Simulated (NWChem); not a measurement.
# H3NO (hydroxylamine) at M06-2X/def2-TZVPP

Aim: the vertical singlet–triplet gap of H3NO (hydroxylamine) at M06-2X/def2-TZVPP, from 2 runs. 

The calculation is run with NWChem 7.3.0.

31 further runs of the same task are left out: 3 that didn't finish, 28 set aside as unsound or not needed. Runs told in other sessions of the task aren't counted.

## 1. The system as given

H3NO has 5 atoms, charge 0, and is taken as a singlet. As SMILES, `NO`. Geometry: relaxed at PBE0-D4/def2-TZVP. This is one conformer, not always the lowest.

Bond lengths: N1–O2 1.422 Å, N1–H3 1.016 Å, N1–H4 1.016 Å, O2–H5 0.960 Å. Angles: N1–O2–H5 102.8°, O2–N1–H3 104.5°, O2–N1–H4 104.5°, H3–N1–H4 106.0°.

## 2. Energy and forces at M06-2X/def2-TZVPP

The input, run.nw:

```
start run
title "H3NO gradient"
memory 2200 mb
charge 0

geometry units angstroms noautosym nocenter noautoz
  N     -0.165120    -0.361290    -0.321170
  O      0.364460     0.666040     0.508060
  H     -0.162690    -1.190020     0.266770
  H     -1.141650    -0.109840    -0.446210
  H      1.105010     0.995100    -0.007440
end

basis spherical bse
  N library def2-TZVPP
  O library def2-TZVPP
  H library def2-TZVPP
end

dft
  xc m06-2x
  mult 1
  grid fine
  convergence energy 1e-08
  iterations 100
  mulliken
  noprint "final vectors analysis"
end

task dft gradient
```

Command:

```sh
$ nwchem run.nw > run.out
```

Standard output:

```text
Northwest Computational Chemistry Package (NWChem) 7.3.0
             --------------------------------------------------------

           Job information
           ---------------

    nwchem branch   = 7.3.0
    use scalapack   = T
    input           = run.nw
    prefix          = run.
    data base       = ./run.db
    status          = startup
    nproc           =        1

           Memory information
           ------------------

    heap     =     72089594 doubles =      550.0 Mbytes
    stack    =     72089599 doubles =      550.0 Mbytes
    global   =    144179200 doubles =     1100.0 Mbytes (distinct from heap & stack)
    total    =    288358393 doubles =     2200.0 Mbytes
    verify   = yes
    hardfail = no

           Directory information
           ---------------------

  0 permanent = .
  0 scratch   = .

                                NWChem Input Module
                                -------------------

                                   H3NO gradient
                                   -------------

 Scaling coordinates for geometry "geometry" by  1.889725989
 (inverse scale =  0.529177249)

                             Geometry "geometry" -> ""
                             -------------------------

 Output coordinates in angstroms (scale by  1.889725989 to convert to a.u.)

  No.       Tag          Charge          X              Y              Z
 ---- ---------------- ---------- -------------- -------------- --------------
    1 N                    7.0000    -0.16512000    -0.36129000    -0.32117000
    2 O                    8.0000     0.36446000     0.66604000     0.50806000
    3 H                    1.0000    -0.16269000    -1.19002000     0.26677000
    4 H                    1.0000    -1.14165000    -0.10984000    -0.44621000
    5 H                    1.0000     1.10501000     0.99510000    -0.00744000

      Atomic Mass
      -----------

      N                 14.003070
      O                 15.994910
      H                  1.007825

 Effective nuclear repulsion energy (a.u.)      39.5936692615

            Nuclear Dipole moment (a.u.)
            ----------------------------
        X                 Y               Z
 ---------------- ---------------- ----------------
     2.9489363024     4.7139781703     3.0791384231

            XYZ format geometry
            -------------------
     5
 geometry
 N                    -0.16512000    -0.36129000    -0.32117000
 O                     0.36446000     0.66604000     0.50806000
 H                    -0.16269000    -1.19002000     0.26677000
 H                    -1.14165000    -0.10984000    -0.44621000
 H                     1.10501000     0.99510000    -0.00744000

 ==============================================================================
                                internuclear distances
 ------------------------------------------------------------------------------
       center one      |      center two      | atomic units |  angstroms
 ------------------------------------------------------------------------------
    2 O                |   1 N                |     2.68812  |     1.42249
    3 H                |   1 N                |     1.92016  |     1.01611
    4 H                |   1 N                |     1.92016  |     1.01611
    5 H                |   2 O                |     1.81496  |     0.96043
 ------------------------------------------------------------------------------
                         number of included internuclear distances:          4
 ==============================================================================

 ==============================================================================
                                 internuclear angles
 ------------------------------------------------------------------------------
        center 1       |       center 2       |       center 3       |  degrees
 ------------------------------------------------------------------------------
    2 O                |   1 N                |   3 H                |   104.53
    2 O                |   1 N                |   4 H                |   104.53
    3 H                |   1 N                |   4 H                |   105.98
    1 N                |   2 O                |   5 H                |   102.80
 ------------------------------------------------------------------------------
                            number of included internuclear angles:          4
 ==============================================================================

                      Basis "ao basis" -> "" (spherical)
                      -----
  [basis functions not shown]

 Summary of "ao basis" -> "" (spherical)
 ------------------------------------------------------------------------------
       Tag                 Description            Shells   Functions and Types
 ---------------- ------------------------------  ------  ---------------------
 N                         def2-TZVPP               11       31   5s3p2d1f
 O                         def2-TZVPP               11       31   5s3p2d1f
 H                         def2-TZVPP                6       14   3s2p1d

                                 NWChem DFT Module
                                 -----------------

                                   H3NO gradient

 Summary of "ao basis" -> "ao basis" (spherical)
 ------------------------------------------------------------------------------
       Tag                 Description            Shells   Functions and Types
 ---------------- ------------------------------  ------  ---------------------
 N                         def2-TZVPP               11       31   5s3p2d1f
 O                         def2-TZVPP               11       31   5s3p2d1f
 H                         def2-TZVPP                6       14   3s2p1d

  Caching 1-el integrals
  itol2e modified to match energy
  convergence criterion.
  tol_rho modified to match energy
  convergence criterion.

            General Information
            -------------------
          SCF calculation type: DFT
          Wavefunction type:  closed shell.
          No. of atoms     :     5
          No. of electrons :    18
           Alpha electrons :     9
            Beta electrons :     9
          Charge           :     0
          Spin multiplicity:     1
          Use of symmetry is: off; symmetry adaption is: off
          Maximum number of iterations: 100
          AO basis - number of functions:   104
                     number of shells:    40
          Convergence on energy requested:  1.00D-08
          Convergence on density requested:  1.00D-05
          Convergence on gradient requested:  5.00D-04

              XC Information
              --------------
                       M06-2X Method XC Functional
                     Hartree-Fock (Exact) Exchange  0.540
                        M06-2X Exchange Functional  1.000
                      M06-2X Correlation Potential  1.000

             Grid Information
             ----------------
          Grid used for XC integration:  fine
          Radial quadrature: Mura-Knowles
          Angular quadrature: Lebedev.
          Tag              B.-S. Rad. Rad. Pts. Rad. Cut. Ang. Pts.
          ---              ---------- --------- --------- ---------
          N                   0.65       70           8.0       590
          O                   0.60       70           8.0       590
          H                   0.35       60           9.0       590
          Grid pruning is: on
          Number of quadrature shells:   320
          Spatial weights used:  Erf1

          Convergence Information
          -----------------------
          Convergence aids based upon iterative change in
          total energy or number of iterations.
          Levelshifting, if invoked, occurs when the
          HOMO/LUMO gap drops below (HL_TOL):  1.00D-02
          DIIS, if invoked, will attempt to extrapolate
          using up to (NFOCK): 10 stored Fock matrices.

                    Damping( 0%)  Levelshifting(0.5)       DIIS
                  --------------- ------------------- ---------------
          dE  on:    start            ASAP                start
          dE off:    2 iters        100 iters           100 iters

      Screening Tolerance Information
      -------------------------------
          Density screening/tol_rho:  1.00D-11
          AO Gaussian exp screening on grid/accAOfunc:  18
          CD Gaussian exp screening on grid/accCDfunc:  20
          XC Gaussian exp screening on grid/accXCfunc:  20
          Schwarz screening/accCoul:  1.00D-09

      Superposition of Atomic Density Guess
      -------------------------------------

 Sum of atomic energies:        -130.59528667

      Non-variational initial energy
      ------------------------------

 Total energy =    -131.194416
 1-e energy   =    -256.438771
 2-e energy   =      85.650686
 HOMO         =      -0.319374
 LUMO         =       0.071965

   Time after variat. SCF:      0.2

     ---------------------------------------------
      Total Density - Mulliken Population Analysis
     ---------------------------------------------

    Atom       Charge   Shell Charges
 -----------   ------   -------------------------------------------------------
    1 N    7     7.31   0.82  1.16  0.58  0.81  0.23  1.41  1.59  0.66  0.01  0.04  0.00
    2 O    8     8.50   0.79  1.18  0.60  0.92  0.28  1.91  2.02  0.77  0.00  0.02  0.00
    3 H    1     0.77   0.24  0.39  0.09  0.01  0.03  0.01
    4 H    1     0.77   0.24  0.39  0.09  0.01  0.03  0.01
    5 H    1     0.66   0.21  0.32  0.06  0.02  0.04  0.01
   Time prior to 1st pass:      0.2

 Grid_pts file          = ./run.gridpts.0
 Record size in doubles =  12289        No. of grid_pts per rec  =   3070
 Max. records in memory =     69        Max. recs in file   = *********

           Memory utilization after 1st SCF pass:
           Heap Space remaining (MW):       37.68            37683202
          Stack Space remaining (MW):       72.09            72088900

   convergence    iter        energy       DeltaE   RMS-Dens  Diis-err    time
 ---------------- ----- ----------------- --------- --------- ---------  ------
 d= 0,ls=0.0,diis     1   -131.6889682502 -1.71D+02  4.07D-03  3.18D-01     1.3
 d= 0,ls=0.0,diis     2   -131.7062597880 -1.73D-02  1.60D-03  1.51D-01     2.4
 d= 0,ls=0.0,diis     3   -131.7161536288 -9.89D-03  5.10D-04  2.96D-02     3.6
 d= 0,ls=0.0,diis     4   -131.7185442940 -2.39D-03  1.17D-04  1.95D-04     4.7
 d= 0,ls=0.0,diis     5   -131.7185660629 -2.18D-05  3.99D-05  4.32D-05     5.9
  Resetting Diis
 d= 0,ls=0.0,diis     6   -131.7185710286 -4.97D-06  2.06D-05  3.17D-06     7.0
 d= 0,ls=0.0,diis     7   -131.7185715438 -5.15D-07  5.27D-06  8.50D-08     8.1
 d= 0,ls=0.0,diis     8   -131.7185715625 -1.87D-08  1.23D-06  5.15D-08     9.3
 d= 0,ls=0.0,diis     9   -131.7185715676 -5.08D-09  1.17D-06  5.98D-09    10.4

         Total DFT energy =     -131.718571567553
      One electron energy =     -258.209216118058
           Coulomb energy =      103.437842351786
    Exchange-Corr. energy =      -16.540867062817
 Nuclear repulsion energy =       39.593669261536

 Numeric. integr. density =       18.000000439792

     Total iterative time =     10.2s

     ---------------------------------------------
      Total Density - Mulliken Population Analysis
     ---------------------------------------------

    Atom       Charge   Shell Charges
 -----------   ------   -------------------------------------------------------
    1 N    7     7.23   0.82  1.15  0.57  0.79  0.27  1.49  1.49  0.61  0.01  0.04  0.00
    2 O    8     8.33   0.79  1.18  0.60  0.88  0.37  1.86  1.84  0.78  0.00  0.03  0.00
    3 H    1     0.84   0.28  0.44  0.06  0.01  0.04  0.00
    4 H    1     0.84   0.28  0.44  0.06  0.01  0.04  0.00
    5 H    1     0.76   0.26  0.37  0.04  0.02  0.06  0.01

     -------------------------------------------
      Total Density - Lowdin Population Analysis
     -------------------------------------------

    Atom       Charge   Shell Charges
 -----------   ------   -------------------------------------------------------
    1 N    7     6.87   0.89  1.06  0.42  0.42  0.24  1.29  1.52  0.78  0.01  0.21  0.02
    2 O    8     7.84   0.87  1.08  0.51  0.55  0.31  1.69  1.83  0.90  0.00  0.08  0.01
    3 H    1     1.07   0.26  0.37  0.13  0.03  0.22  0.06
    4 H    1     1.07   0.26  0.37  0.13  0.03  0.22  0.06
    5 H    1     1.15   0.26  0.33  0.11  0.05  0.30  0.10

 center of mass
 --------------
 x =   0.18978996 y =   0.30255663 z =   0.19689972

 moments of inertia (a.u.)
 ------------------
          57.141503618329         -20.057855050767         -13.642052668394
         -20.057855050767          36.536337717693         -22.170809728159
         -13.642052668394         -22.170809728159          54.488658827768

     Multipole analysis of the density
     ---------------------------------

     L   x y z        total         alpha         beta         nuclear
     -   - - -        -----         -----         ----         -------
     0   0 0 0     -0.000000     -9.000000     -9.000000     18.000000

     1   1 0 0     -0.106859     -1.527898     -1.527898      2.948936
     1   0 1 0     -0.170353     -2.442165     -2.442165      4.713978
     1   0 0 1     -0.109580     -1.594359     -1.594359      3.079138

     2   2 0 0     -7.146758    -10.366223    -10.366223     13.585689
     2   1 1 0      1.402499     -6.044761     -6.044761     13.492022
     2   1 0 1      0.103157     -4.073635     -4.073635      8.250427
     2   0 2 0     -8.363746    -16.468163    -16.468163     24.572579
     2   0 1 1     -1.527945     -6.555349     -6.555349     11.582752
     2   0 0 2    -11.080243    -10.999165    -10.999165     10.918086

            General Information
            -------------------
          SCF calculation type: DFT
          Wavefunction type:  closed shell.
          No. of atoms     :     5
          No. of electrons :    18
           Alpha electrons :     9
            Beta electrons :     9
          Charge           :     0
          Spin multiplicity:     1
          Use of symmetry is: off; symmetry adaption is: off
          Maximum number of iterations: 100
          AO basis - number of functions:   104
                     number of shells:    40
          Convergence on energy requested:  1.00D-08
          Convergence on density requested:  1.00D-05
          Convergence on gradient requested:  5.00D-04

              XC Information
              --------------
                       M06-2X Method XC Functional
                     Hartree-Fock (Exact) Exchange  0.540
                        M06-2X Exchange Functional  1.000
                      M06-2X Correlation Potential  1.000

             Grid Information
             ----------------
          Grid used for XC integration:  fine
          Radial quadrature: Mura-Knowles
          Angular quadrature: Lebedev.
          Tag              B.-S. Rad. Rad. Pts. Rad. Cut. Ang. Pts.
          ---              ---------- --------- --------- ---------
          N                   0.65       70           8.0       590
          O                   0.60       70           8.0       590
          H                   0.35       60           9.0       590
          Grid pruning is: on
          Number of quadrature shells:   320
          Spatial weights used:  Erf1

          Convergence Information
          -----------------------
          Convergence aids based upon iterative change in
          total energy or number of iterations.
          Levelshifting, if invoked, occurs when the
          HOMO/LUMO gap drops below (HL_TOL):  1.00D-02
          DIIS, if invoked, will attempt to extrapolate
          using up to (NFOCK): 10 stored Fock matrices.

                    Damping( 0%)  Levelshifting(0.5)       DIIS
                  --------------- ------------------- ---------------
          dE  on:    start            ASAP                start
          dE off:    2 iters        100 iters           100 iters

      Screening Tolerance Information
      -------------------------------
          Density screening/tol_rho:  1.00D-11
          AO Gaussian exp screening on grid/accAOfunc:  18
          CD Gaussian exp screening on grid/accCDfunc:  20
          XC Gaussian exp screening on grid/accXCfunc:  20
          Schwarz screening/accCoul:  1.00D-09

                            NWChem DFT Gradient Module
                            --------------------------

                                   H3NO gradient

  charge          =   0.00
  wavefunction    = closed shell

                         DFT ENERGY GRADIENTS

    atom               coordinates                        gradient
                 x          y          z           x          y          z
   1 N      -0.312032  -0.682739  -0.606923    0.001321   0.000582  -0.000943
   2 O       0.688730   1.258633   0.960094   -0.001554  -0.000251   0.001730
   3 H      -0.307440  -2.248812   0.504122    0.000145  -0.000645   0.000657
   4 H      -2.157406  -0.207568  -0.843215   -0.000837   0.000417  -0.000048
   5 H       2.088166   1.880466  -0.014060    0.000925  -0.000103  -0.001395

                 ----------------------------------------
                 |  Time  |  1-e(secs)   |  2-e(secs)   |
                 ----------------------------------------
                 |  CPU   |       0.01   |       3.44   |
                 ----------------------------------------
                 |  WALL  |       0.01   |       3.44   |
                 ----------------------------------------

 Task  times  cpu:       15.4s     wall:       15.4s
 Total times  cpu:       15.4s     wall:       15.4s
```

It took 16 s on 1 thread of Intel Xeon 6975P-C (Granite Rapids), shared host; peak memory 0.13 GiB.

[end of part 1 of 2]
